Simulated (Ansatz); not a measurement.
Tetradymite Bi₂Se₃ was calculated with PBEsol+SOC in Ansatz (plane waves, PAW).

Settings: plane-wave cutoff 520 eV, 10×10×10 k mesh, PAW data made under PBE.

Computed at the level's own relaxed cell.

```yaml
crystal:
  lattice:
    - [2.07138, 1.19591, 9.37755]
    - [-2.07138, 1.19591, 9.37755]
    - [0.00000, -2.39182, 9.37755]
  atoms:
    - { symbol: Bi, position: [0.59863, 0.59863, 0.59863] }
    - { symbol: Bi, position: [0.40137, 0.40137, 0.40137] }
    - { symbol: Se, position: [0.00000, 0.00000, 0.00000] }
    - { symbol: Se, position: [0.79101, 0.79101, 0.79101] }
    - { symbol: Se, position: [0.20899, 0.20899, 0.20899] }
```

Question: Give the elastic tensor (Voigt notation, GPa, ions relaxed, in the Cartesian axes of the cell as printed).

Answer: 
```
   82.5    25.7    25.3   -11.6     0.0     0.0
   25.7    82.5    25.3    11.6     0.0     0.0
   25.3    25.3    45.9     0.0     0.0     0.0
  -11.6    11.6     0.0    25.1     0.0     0.0
    0.0     0.0     0.0     0.0    25.1   -11.6
    0.0     0.0     0.0     0.0   -11.6    28.4
```

Note: the cell comes from a level without a dispersion term, which matters for the spacing of layers, chains or molecules.

Ansatz is an electronic-structure program.
